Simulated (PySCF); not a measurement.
PySCF input (B3PW91/6-31G* (5d)):

```python
from pyscf import gto, dft

mol = gto.M(
    atom='''
    Na   -0.00000000   -0.00000000   -1.52231061
    Cl    0.00000000    0.00000000    0.98502451
    ''',
    basis='6-31g*',
    charge=-1,
    spin=1,
    symmetry='C2v',
    verbose=4,
)

mf = dft.UKS(mol, xc='b3pw91')
mf.grids.level = 3
mf.conv_tol = 1e-9
mf.max_cycle = 100
mf.max_memory = 1500
mf.kernel()
if not mf.converged:
    mf = mf.newton()
    mf.kernel(mf.make_rdm1())
mf.dip_moment()
```

Problem. What final total energy does it give?

Solution. -622.48628 Eh.
